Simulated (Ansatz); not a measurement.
## HAlSi, triplet in 6-31G: errors against full CI

Geometry: a point of a bend scan, not a stationary point.

| atom | x (Å) | y (Å) | z (Å) |
| --- | --- | --- | --- |
| Si | 0.8033 | 0.0000 | 0.8439 |
| Al | -0.8467 | 0.0000 | -0.8061 |
| H | 0.2838 | 0.0000 | -1.9367 |

Basis 6-31G; Ansatz 0.2.0. Only valence electrons are correlated (noble-gas cores frozen), which leaves 8 electrons in 18 orbitals. Prefix R: restricted or restricted open-shell reference; prefix U: unrestricted. Active spaces: pair = (4e, 4o) about the gap; valence = (8e, 9o) chosen from the atoms' valence shells.

Full CI is exact within this basis and frozen core; it isn't the basis-set limit. The frozen core follows each run's orbitals, which can shift R against U totals by a few meV.

Unrestricted rows (U) aren't spin-pure: their determinants' ⟨S²⟩ exceeds S(S+1) by up to 0.70, so they mix in states of higher spin. For open shells CISD is restricted-active-space CI with the open shells as a complete middle space.

```
UHF ⟨S²⟩                            : 2.699
⟨S²⟩ of the determinant under UCCSD : 2.255
T1 diagnostic (RCCSD)               : 0.1388
largest doubles amplitude (RCCSD)   : 0.153
T1 diagnostic (UCCSD)               : 0.0872
```

```csv
level,E − E(full CI) (meV),share of correlation (%),wall time
RHF,2655,0.00,–
UHF,2417,8.97,0.48 s
RMP2,1086,59.08,–
UMP2,1004,62.17,–
CISD,398,85.00,0.9 s
RCCSD,156,94.13,–
UCCSD,151,94.32,–
RCCSD(T),51,98.07,3 s
UCCSD(T),56,97.91,2.7 s
BCCD(T),57,97.85,3 s
RCCSDT,12,99.54,–
UCCSDT,11,99.58,–
RCCSDT(Q),-1,100.06,6 s
UCCSDT(Q),0,100.00,6 s
RCCSDTQ,1,99.97,35 s
UCCSDTQ,0,99.98,35 s
CASSCF (pair space),2007,24.38,–
NEVPT2 (pair space),710,73.24,0.72 s
MRCISD (pair space),224,91.57,–
MRCISD+Q (pair space),75,97.17,1 s
CASSCF (valence space),679,74.42,–
NEVPT2 (valence space),206,92.24,3.2 s
MRCISD (valence space),21,99.20,–
MRCISD+Q (valence space),5,99.79,4.3 s
```

The correlation energy at full CI, counted from RHF, is -2.655 eV. That run took 36 s on 1 thread of Arm Neoverse V1, shared host over 4,681,152 determinants.

Times hold each run's SCF and search for its determinant on a shared host, so for small cases they say little of a method's own cost; they ran on 1 thread of Arm Neoverse V1.

The full-CI state has the irrep A'' of Cs, in the program's axes.

Natural occupations of full CI about the gap: 1.968 1.940 1.837 0.994 0.978 0.149 0.044 0.032 0.025 0.008; effectively unpaired electrons, Σ n²(2−n)², 2.20.
